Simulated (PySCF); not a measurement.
**Al₂: bond curves at several levels of theory**

An exercise on one series of results from a longer session: the logs are not shown, and one member is left open.

Program: PySCF 2.14.0. Level of theory: Al def2-SVP, no relativity. These are calculated values, not measurements.

Set-up of the first run:

Settings of the job:

```yaml
atoms: Al, Al
charge: 0
basis: Al def2-SVP
Hamiltonian: no relativity
basis_functions: 36
electrons_treated: 26
masses_in_u: 26.9815, 26.9815
levels: PBE0, PBE, r²SCAN, revPBE, B97-3, M06, LC-ωPBE, HF, MP2, SCS-MP2, CCSD, CCSD(T)
grid: 80 radial by 434 angular points
occupations: held fixed by the projection of orbital angular momentum
dissociation_limit: Al + Al, each in its ground configuration
starting_distance_in_angstrom: 2.390
values_of_2S_to_try: 0, 2
```

Run with:

```console
OMP_NUM_THREADS=1 python dia.py task.json out
```

Among the steps run: The job; PBE0 along the bond; Other states along the same grid; PBE (GGA); r²SCAN (meta-GGA); revPBE; B97-3; M06; LC-ωPBE (range-separated hybrid); UHF (mean field); MP2 and coupled cluster.

One table of the session follows, with a row left open; its other results are not shown here.

Differences from CCSD(T) in the same basis:

```
      level  Re (mÅ)  ωe (%)
        UHF      +49    -5.3
    UHF-MP2        0    +1.4
UHF-SCS-MP2       -5    +2.8
   UHF-CCSD        ?       ?
        PBE      +61   -12.0
     revPBE      +77   -13.7
     r²SCAN      +42    -8.2
       PBE0      +34    -7.0
      B97-3      +40    -7.8
        M06      +23    -8.3
    LC-ωPBE      -19    +3.2
```

Q: Estimate the row for UHF-CCSD from the others.

**Answer.** Re (mÅ): +1; ωe (%): 0.0. In the column «Re (mÅ)» it lies between UHF-MP2 (0) and M06 (+23).
